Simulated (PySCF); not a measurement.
Dissociation curve of HCl, singlet.

Levels of theory: RCCSD = CCSD on RHF/cc-pVDZ, 5 core orbitals frozen run with PySCF 2.14.0; RHF/cc-pVDZ (PySCF); RKS-PBE = restricted PBE/cc-pVDZ run with PySCF 2.14.0; UKS-PBE0 = unrestricted PBE0/cc-pVDZ run with PySCF.

Energies are in kcal/mol, each relative to the lowest point of its own curve near equilibrium.

| R / Å | RCCSD | RHF | RKS-PBE | UKS-PBE0 |
|---|---|---|---|---|
| 0.95 | 87.3 | 84.7 | 89.0 | 86.8 |
| 1.02 | 47.1 | 45.0 | 48.9 | 47.0 |
| 1.09 | 22.2 | 20.6 | 23.8 | 22.3 |
| 1.15 | 9.6 | 8.5 | 10.8 | 9.7 |
| 1.20 | 3.5 | 2.8 | 4.4 | 3.6 |
| 1.25 | 0.6 | [?] | 1.0 | 0.6 |
| 1.28 | 0.0 | 0.0 | [?] | 0.0 |
| 1.31 | 0.1 | 0.4 | 0.0 | 0.1 |
| 1.36 | 1.7 | [?] | 1.0 | 1.5 |
| 1.41 | 4.5 | 5.8 | 3.3 | 4.2 |
| 1.50 | 11.7 | 14.1 | 9.6 | 11.3 |
| 1.58 | 19.5 | [?] | [?] | 19.1 |
| 1.72 | 34.4 | 40.3 | 30.4 | 34.3 |
| 1.94 | 56.5 | 67.6 | 52.1 | 58.1 |
| 2.12 | 71.6 | 88.2 | 68.0 | 74.9 |
| 2.31 | 83.8 | 107.5 | 82.3 | 85.7 |
| 2.57 | 95.1 | 129.8 | 97.9 | 93.8 |
| 2.81 | 101.3 | 146.7 | 108.8 | 97.7 |
| 3.13 | 105.8 | 164.6 | — | 100.3 |
| 3.46 | 108.0 | 178.6 | — | 101.5 |
| 3.87 | 109.3 | [?] | — | 102.0 |
| 4.50 | 110.0 | 203.6 | — | 102.2 |
| 5.17 | 110.3 | 211.3 | — | 102.3 |

Problem. Complete the blanks.

Solution. 
- 1.25, RHF: 0.3
- 1.28, RKS-PBE: 0.2
- 1.36, RHF: 2.4
- 1.58, RHF: 23.0
- 1.58, RKS-PBE: 16.6
- 3.87, RHF: 191.3

A dash means that the run gave no value there, or that the column was ended at a point which the program doubted or which failed a test of continuity chosen for this set; such a test can also cut sound points.

The T1 diagnostic of CCSD on the restricted reference of RCCSD exceeds 0.045 at 2.81 to 5.17 Å. The restricted form behind RHF, RKS-PBE keeps the bonding electrons paired and can't separate into open-shell fragments. The unrestricted determinant behind UKS-PBE0 is spin-contaminated at 2.12 to 5.17 Å (<S²> up to 1.0, against 0.00 for a pure singlet).
